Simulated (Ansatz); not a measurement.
# CH4S2: the cost of one run

Program: Ansatz 0.2.0, driven from Python. Level of theory: Hartree-Fock/def2-SVP. These are calculated values, not measurements.

**1. Starting point**

Bond lengths: C1–S2 1.762 Å, S2–S3 2.037 Å, C1–H4 1.040 Å, C1–H5 1.117 Å, C1–H6 1.160 Å, S3–H7 1.325 Å. Angles: C1–S2–S3 99.5°, S2–C1–H4 112.9°, S2–C1–H5 113.5°, S2–C1–H6 108.9°, H4–C1–H5 108.2°, H4–C1–H6 109.6°, H5–C1–H6 103.3°, S2–S3–H7 101.4°.

No structure file is read: the coordinates are typed or built in the script.

**2. The script**

Input file dimer_ch4s2.py:

```python
'''Interaction energy of two CH4S2 molecules, with the counterpoise correction.'''

import ansatz

FIRST = [
    ('C', (-0.7268, 0.5113, -0.2179)),
    ('S', (0.4188, 0.3605, 1.1121)),
    ('S', (1.867, -0.7332, 0.1878)),
    ('H', (-1.0659, -0.4083, -0.5668)),
    ('H', (-0.3265, 1.0876, -1.0875)),
    ('H', (-1.6284, 1.1513, 0.1332)),
    ('H', (1.4615, -1.9693, 0.4389)),
]
SECOND = [
    ('C', (-0.0928, 2.7145, -3.0065)),
    ('S', (-1.3554, 3.8952, -2.6664)),
    ('S', (-0.1982, 5.4768, -2.1124)),
    ('H', (0.5083, 2.5149, -2.1812)),
    ('H', (0.5701, 3.004, -3.8582)),
    ('H', (-0.5865, 1.7318, -3.3756)),
    ('H', (-0.0824, 5.2722, -0.8085)),
]

def energy(atoms, ghosts=()):
    molecule = ansatz.Crystal.molecule()
    for symbol, xyz in atoms:
        molecule = molecule.atom(symbol, xyz)
    calc = (
        molecule.calculation()
        .basis(gaussian='def2-SVP')
        .functional('hf')
    )
    deck = calc.input()
    if ghosts:
        deck = deck.set(ansatz.key.basis.gaussian.ghost_atoms, [{'symbol': s, 'position_ang': list(xyz)} for s, xyz in ghosts])
    return ansatz.Session.from_dict(deck).plan().execute().report['free_energy_ev']

# ghost atoms carry the functions of the partner
both = energy(FIRST + SECOND)
alone = energy(FIRST) + energy(SECOND)
ghosted = energy(FIRST, SECOND) + energy(SECOND, FIRST)
print(f'dimer {both:.6f} eV')
print(f'interaction, uncorrected   {23.060548 * (both - alone):8.3f} kcal/mol')
print(f'interaction, counterpoise  {23.060548 * (both - ghosted):8.3f} kcal/mol')
print(f'basis-set superposition    {23.060548 * (alone - ghosted):8.3f} kcal/mol')
```

**3. The calls as engine input**

The package turns the script's settings into the engine's input (first run):

```yaml
crystal:
  periodic: [false, false, false]
  atoms:
    - { symbol: C, position_ang: [-0.7268, 0.5113, -0.2179] }
    - { symbol: S, position_ang: [0.4188, 0.3605, 1.1121] }
    - { symbol: S, position_ang: [1.867, -0.7332, 0.1878] }
    - { symbol: H, position_ang: [-1.0659, -0.4083, -0.5668] }
    - { symbol: H, position_ang: [-0.3265, 1.0876, -1.0875] }
    - { symbol: H, position_ang: [-1.6284, 1.1513, 0.1332] }
    - { symbol: H, position_ang: [1.4615, -1.9693, 0.4389] }
    - { symbol: C, position_ang: [-0.0928, 2.7145, -3.0065] }
    - { symbol: S, position_ang: [-1.3554, 3.8952, -2.6664] }
    - { symbol: S, position_ang: [-0.1982, 5.4768, -2.1124] }
    - { symbol: H, position_ang: [0.5083, 2.5149, -2.1812] }
    - { symbol: H, position_ang: [0.5701, 3.004, -3.8582] }
    - { symbol: H, position_ang: [-0.5865, 1.7318, -3.3756] }
    - { symbol: H, position_ang: [-0.0824, 5.2722, -0.8085] }
basis:
  gaussian:
    orbitals: def2-SVP
hamiltonian:
  xc: hf
```

**4. The run**

On the command line:

```bash
python dimer_ch4s2.py
```

**Question.** How long does this script take on 1 thread of Arm Neoverse V1, shared host, and how much memory does it need?

About 8.5 s, with a peak of 0.38 GiB.
